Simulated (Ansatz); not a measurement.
Basis-set series for CH5B (`BC`). The species carries charge 0 and has multiplicity 1. All single points use the PBE0-D4/def2-TZVP geometry.

| functional | basis | functions | energy (Eh) | HOMO (eV) | LUMO (eV) |
| --- | --- | --- | --- | --- | --- |
| PBE0-D4 | def2-SVP | 53 | -65.79677 | -8.92 | -1.11 |
| PBE0-D4 | def2-TZVPP | 132 | -65.86988 | -8.99 | -1.22 |
| ωB97M-V | def2-SVP | 53 | -65.83005 | -11.22 | 0.96 |
| ωB97M-V | def2-TZVPP | 132 | -65.90998 | -11.33 | 0.70 |

Give the rows for def2-QZVPP. (Estimate.)

The calculation gave: 
```
functional       basis  functions  energy (Eh)  HOMO (eV)  LUMO (eV)
   PBE0-D4  def2-QZVPP        264    -65.87424      -8.99      -1.23
   ωB97M-V  def2-QZVPP        264    -65.91422     -11.34       0.60
```

Positive LUMOs are unbound and depend on the basis.

Program: Ansatz 0.2.0.
